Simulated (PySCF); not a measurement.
Cis allyl isocyanide, C₄H₅N.
Structure used (PBE0-D3(BJ)/def2-SVP), in Å, numbered top down from 1:
```
atom  x, y, z in Å
C1     2.2993   -1.8251    0.4588
N2     1.2722   -1.3899    0.0969
C3     0.0266   -0.8465   -0.3017
C4    -0.3285    0.3900    0.4729
C5    -0.6611    1.5483   -0.0922
H6     0.0597   -0.6303   -1.3813
H7    -0.7436   -1.6231   -0.1497
H8    -0.3150    0.2864    1.5637
H9    -0.6704    1.6752   -1.1796
H10   -0.9394    2.4152    0.5121
```

Method used: core-valence-separated Tamm–Dancoff BHandHLYP/aug-pcX-1 (pcseg-1 on H) in PySCF, non-relativistic, gas phase, PBE0-D3(BJ)/def2-SVP geometry. No empirical shift is added; at this level the pattern usually sits a few eV under experiment.

Give energies, oscillator strengths and core holes at the C K edge.

```csv
E (eV),f,core hole on,main final orbital,polarisation
282.54,0.0597,C5,LUMO (53 %),normal to the local trigonal plane
282.76,0.0629,C4,LUMO (61 %),normal to the local trigonal plane
283.16,0.0805,C1,spread,across the triple bond
283.25,0.0801,C1,spread,across the triple bond
286.00,0.0099,C5,LUMO+1 (69 %),in the local trigonal plane
286.32,0.0033,C4 + C5,LUMO+2 (49 %),–
286.36,0.0439,C4 + C5,LUMO+2 (39 %),–
287.05,0.0128,C3,LUMO (80 %),–
287.14,0.0034,C4,LUMO+1 (47 %),in the local trigonal plane
287.24,0.0023,C5,spread,mixed
287.47,0.0162,C3,LUMO+1 (42 %),–
287.49,0.0008,C4,LUMO+3 (48 %),–
287.50,0.0008,C1,LUMO (30 %),–
287.51,0.0049,C5,LUMO+4 (46 %),normal to the local trigonal plane
287.59,0.0119,C4,LUMO+5 (39 %),in the local trigonal plane
287.60,0.0236,C3,LUMO+2 (54 %),–
287.78,0.0011,C4,LUMO+4 (56 %),mixed
287.79,0.0007,C1,LUMO (37 %),–
287.90,0.0021,C5,LUMO+5 (44 %),mixed
```

The first line with a tenth or more of the strongest one's intensity is at 282.54 eV (f = 0.060), with the hole on C5 (terminal =CH2 carbon), polarised normal to the local trigonal plane: a 1s→π* resonance. The strongest listed is at 283.16 eV (f = 0.081; C1, 1s→π*).

Give energies, oscillator strengths and core holes at the N K edge.

```tsv
E (eV)	f	core hole on	main final orbital	polarisation
398.74	0.0935	N2	spread (2 roots, f summed)	across the triple bond
401.44	0.0083	N2	LUMO (48 %)	along the triple bond
401.73	0.0012	N2	spread	mixed
402.57	0.0003	N2	LUMO+2 (57 %)	–
402.77	0.0016	N2	LUMO+1 (31 %)	mixed
402.96	0.0013	N2	LUMO+4 (32 %)	mixed
```

The first line with a tenth or more of the strongest one's intensity is at 398.74 eV (f = 0.093, sum of 2), with the hole on N2 (isocyanide nitrogen), polarised across the triple bond: a 1s→π* resonance. It is also the strongest listed.

Roots within 0.03 eV whose holes lie on the same, on equivalent or on shared atoms are summed into one line, and the highest roots are left out, as the search may have cut off their partners. Final orbitals are the ground state's empty Kohn–Sham orbitals. A dash: too weak, shared between unlike atoms, or no plane or axis to refer to.

What are the wavelength and the wavenumber of the 287.47 eV line?

λ = 12398.42 eV Å/287.47 eV = 43.129 Å; 2.3186 × 10⁶ cm⁻¹.

Only the lowest roots of each edge were sought.

One conformer stands for the species.
